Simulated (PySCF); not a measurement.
**Do core-level shifts follow atomic charges?**

Compound: isovaleronitrile, C₅H₉N.
Structure used (PBE0-D3(BJ)/def2-SVP), in Å, numbered top down from 1:
```
atom  x, y, z in Å
C1    -1.425   -0.340   -0.434
C2    -0.073    0.361   -0.474
C3     0.073    1.379    0.650
C4     1.084   -0.654   -0.466
C5     1.134   -1.457    0.751
N6     1.155   -2.076    1.729
H7    -1.538   -1.052   -1.265
H8    -1.551   -0.898    0.508
H9    -2.246    0.390   -0.502
H10    0.012    0.895   -1.437
H11    1.033    1.916    0.589
H12    0.024    0.888    1.636
H13   -0.734    2.126    0.608
H14    0.997   -1.341   -1.323
H15    2.052   -0.135   -0.570
```

Binding energies: delta-SCF UKS SCAN, pcX-2 on the ionised atom, pcseg-1 elsewhere, spin-free X2C (PySCF 2.14.0). Charges: PBE0/pcSseg-1 ground-state density, for the ionised atom.

```csv
atom,environment,C 1s (eV),Mulliken (e),IAO (e),Hirshfeld (e),ESP (e)
C1,methyl carbon,290.86,-0.231,-0.414,-0.115,-0.606
C2,sp3 CH carbon,291.32,-0.374,-0.080,-0.009,+0.567
C4,sp3 carbon next to a nitrile,292.14,-0.174,-0.292,-0.039,-0.579
C5,nitrile carbon,292.22,+0.053,+0.134,+0.087,+0.474
```

**Question.** Give the correlation coefficient and slope of binding energy on charge for each scheme.

**Answer.** Hirshfeld: r = 0.75, slope 5.8 eV per e; Mulliken: r = 0.69, slope 2.5 eV per e; IAO: r = 0.58, slope 1.6 eV per e; ESP: r = 0.21, slope 0.2 eV per e. Hirshfeld charges have the highest r, on only 4 points.

**Question.** The point-charge model writes a binding energy as kq + V + constant, with V the potential of the other atoms' charges at the site. What does it give with the Mulliken charges?

**Answer.** V = Σ 14.40 eV Å × q/r over all other atoms: +2.57 eV at C1, +2.13 eV at C2, +1.87 eV at C4, -3.11 eV at C5. Fitting binding energy − V to q gives k = 15.8 eV per e and leaves an rms residual of 1.24 eV, against 0.41 eV for the fit on q alone. The model has no term for differences in relaxation between sites.

Isolated species at its PBE0-D3(BJ)/def2-SVP geometry (one conformer only).
